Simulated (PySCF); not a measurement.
Nitrogen: a sound run and one with changed settings

Sound run: N [He] 2s2 2p3, N⁺ [He] 2s2 2p2. All numbers are calculated (PySCF 2.14, the non-relativistic Hamiltonian (point nucleus), in cc-pVTZ (4s3p2d1f, 30 functions)). The sound run starts from symmetry-adapted Hartree-Fock orbitals and uses a fine grid where one is needed.

A second run was set up differently.

```tsv
species	method	sound run (hartree)	changed run (hartree)	converged
N	UHF	-54.40069	-54.40069	yes
N	B3LYP	-54.60178	-54.61217	yes
N	r2SCAN	-54.57902	-54.59778	yes
N⁺	UHF	-53.89017	-53.89017	yes
N⁺	B3LYP	-54.06386	-54.08041	yes
N⁺	r2SCAN	-54.03523	-54.07046	yes
```

Ionisation energy of N:

```csv
method,sound run (eV),changed run (eV)
UHF,13.892,13.892
B3LYP,14.638,14.470
r2SCAN,14.797,14.349
```

What was changed?
A. radial grid too coarse
B. minimal basis
C. level shift left on
D. basis contracted for another Hamiltonian

A. It used radial step 0.8 in ln r (0.13 in the sound run). A coarse radial grid mis-integrates the density and the exchange-correlation energy, with errors of either sign; Hartree-Fock needs no grid.
